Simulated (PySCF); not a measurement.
# Computed data sheet: `COS(=O)OC`

C2H6O3S.
Z-matrix (Å and degrees, PBE0-D3(BJ)/def2-TZVP geometry), rows numbered from 1:
```
C 
O   1  1.4280
S   2  1.6172  1  119.99
O   3  1.4512  2  107.16  1   -27.57
O   3  1.6166  2  101.59  1    84.72
C   5  1.4279  3  119.98  2   -83.77
H   1  1.0905  2  110.61  3    31.06
H   1  1.0919  2  110.14  3   -90.98
H   1  1.0887  2  106.32  3   150.37
H   6  1.0905  5  110.61  3   -31.69
H   6  1.0919  5  110.13  3    90.37
H   6  1.0886  5  106.31  3  -150.99
```

**PBE0-D3(BJ)/def2-TZVP geometry optimisation, gas phase (PySCF)**

```yaml
Point_group: Cs
Rotational_constants_A_B_C: 4.152, 2.680, 2.254 GHz
```

From CAM-B3LYP/aug-cc-pVTZ ground state and vertical TDDFT (core frozen in the response) (PySCF):

```yaml
Dipole_moment: 2.59 D
HOMO_energy: -9.55 eV
LUMO_energy: 0.16 eV
HOMO–LUMO_gap: 9.71 eV
Lowest_singlet_excitation: 7.16 eV (173 nm, f = 0.051)
Strongest_line_among_the_10_lowest_singlet_transitions: S1 at 7.16 eV (173 nm, f = 0.051)
Lowest_triplet_excitation_Tamm–Dancoff: 6.16 eV
Static_isotropic_polarisability: 57.7 au
Electronic_spatial_extent_⟨r²⟩_about_the_centre_of_nuclear_charge: 642 bohr²
```

**PBE0/pcSseg-2 ground state and GIAO shieldings, non-relativistic (PySCF)**

```yaml
Lowest_Hirshfeld_atomic_charge: -0.30 e on O4
Highest_Hirshfeld_atomic_charge: +0.43 e on S3
13C_chemical_shifts_computed_TMS_as_zero_by_class: 47.3 (C1/C6) ppm
1H_chemical_shifts_computed_TMS_as_zero_by_class: 3.58 (H7/H8/H9/H10/H11/H12) ppm
Isotropic_shieldings_of_nuclei_other_than_C_and_H_by_class: 122 (O4), 163 (O2/O5), 21 (S3) ppm
Mayer_bond_orders_between_heavy_atoms: C1–O2 0.84, O2–S3 0.95, S3–O4 1.72, S3–O5 0.95, O5–C6 0.84
```

Monoisotopic mass from the formula: 110.0038 u.

A dipole of 2.59 D is allowed in Cs, and pure rotational transitions are dipole-allowed. S1 lies 2.55 eV below the HOMO–LUMO gap. The rotational constants make it an asymmetric top with κ = (2B − A − C)/(A − C) = -0.55, nearer the prolate limit (−1). The principal polarisabilities are 51.4, 57.4 and 64.2 au; their mean is the isotropic value. The dipole matches unit charges of opposite sign 0.54 Å apart (1 e·Å = 4.8032 D). The vertical singlet–triplet gap S1 − T1 is 1.00 eV (TDDFT singlet less Tamm–Dancoff triplet). The largest Löwdin shares of the HOMO are 0.40 on O4, 0.34 on S3, 0.09 on O2 and 0.09 on O5. With B = h/(8π²I), that is 505.379 GHz u Å² over I, the principal moments of inertia are 121.7, 188.6 and 224.2 u Å² (most abundant isotopes).

Geometry: PBE0-D3(BJ)/def2-TZVP, one conformer, isolated molecule. NMR classes are plain means over equivalent atoms (diastereotopic ones count apart unless rotation or inversion swaps them), as if these changed places fast; in this geometry the members of some classes differ.
